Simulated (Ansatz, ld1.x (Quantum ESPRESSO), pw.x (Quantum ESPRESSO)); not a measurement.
**pw.x on bcc Ag: one setting changed**

Potential: norm-conserving RRKJ (Kleinman–Bylander form), ld1.x (Quantum ESPRESSO) 7.5, LDA (PW92); core [Kr], reference 4d10 5s0.75 5p0.25; waves: 5s (bound): rc 2.50 bohr; 5p (bound): rc 3.35 bohr; 4d (bound): rc 1.60 bohr; local part: all-electron potential smoothed inside 2.00 bohr (lloc = -2); core correction: a·sin(br)/r model core, default radius (core density twice the valence density); rho0 0.001.

The reference run (k-mesh 14³, cutoffs 85/340 Ry, Fermi–Dirac 0.01 Ry, mixing_beta 0.4, conv_thr 1e-9, no spin) gives 0.30 GPa at 16.198 Å³/atom, where all-electron LAPW gives -0.64 GPa. This run, with its own iteration cap, changes k-mesh points per axis to 8.

```
&control
  calculation='scf', prefix='x', pseudo_dir='./', outdir='./tmp', tstress=.true., disk_io='none'
/
&system
  ibrav=0, nat=1, ntyp=1, ecutwfc=85, ecutrho=340, nbnd=13,
  occupations='smearing', smearing='fd', degauss=0.01
/
&electrons
  conv_thr=1e-09, mixing_beta=0.4, electron_maxstep=60
/
ATOMIC_SPECIES
Ag 1.0 Ag.UPF
CELL_PARAMETERS angstrom
  -1.59392225 1.59392225 1.59392225
  1.59392225 -1.59392225 1.59392225
  1.59392225 1.59392225 -1.59392225
ATOMIC_POSITIONS crystal
Ag 0.0000 0.0000 0.0000
K_POINTS automatic
8 8 8 0 0 0
```

```bash
pw.x < Ag.scf.in > Ag.scf.out
```

How does the run end?

It converges in 7 iterations; the free energy moves by +31.4 meV/atom and the pressure by +0.14 GPa.

```
Message from routine setup:
     using ibrav=0 with symmetry is DISCOURAGED, use correct ibrav instead
     lattice parameter (alat)  =       5.2171  a.u.
     unit-cell volume          =     109.3095 (a.u.)^3
     number of electrons       =        11.00
     number of Kohn-Sham states=           13
     kinetic-energy cutoff     =      85.0000  Ry
     charge density cutoff     =     340.0000  Ry
     scf convergence threshold =      1.0E-09
     Exchange-correlation= PW
     number of k points=    29  Fermi-Dirac smearing, width (Ry)=  0.0100
     iteration #  1     ecut=    85.00 Ry     beta= 0.40
     total energy              =     -94.07207538 Ry
     estimated scf accuracy    <       0.11145036 Ry
     iteration #  2     ecut=    85.00 Ry     beta= 0.40
     total energy              =     -94.09573387 Ry
     estimated scf accuracy    <       0.00057291 Ry
     iteration #  3     ecut=    85.00 Ry     beta= 0.40
     total energy              =     -94.09573170 Ry
     estimated scf accuracy    <       0.00019480 Ry
     iteration #  4     ecut=    85.00 Ry     beta= 0.40
     total energy              =     -94.09573790 Ry
     estimated scf accuracy    <       0.00000592 Ry
     iteration #  5     ecut=    85.00 Ry     beta= 0.40
     total energy              =     -94.09573824 Ry
     estimated scf accuracy    <       0.00000028 Ry
     iteration #  6     ecut=    85.00 Ry     beta= 0.40
     total energy              =     -94.09573831 Ry
     estimated scf accuracy    <       0.00000022 Ry
     iteration #  7     ecut=    85.00 Ry     beta= 0.40
     the Fermi energy is    13.8752 ev
!    total energy              =     -94.09573835 Ry
     estimated scf accuracy    <          8.6E-10 Ry
     smearing contrib. (-TS)   =      -0.00259424 Ry
     The total energy is F=E-TS. E is the sum of the following terms:
     one-electron contribution =       1.94461311 Ry
     hartree contribution      =      12.11997303 Ry
     xc contribution           =     -35.06077455 Ry
     ewald contribution        =     -73.09695570 Ry
     convergence has been achieved in   7 iterations
          total   stress  (Ry/bohr**3)                   (kbar)     P=        4.47
     Message from routine punch:
     Nothing written, as per user request (disk_io='none')
```

The run took about 4.1 s on one core of a shared host (Neoverse-V1, 32 threads, 247 GiB, load 12).
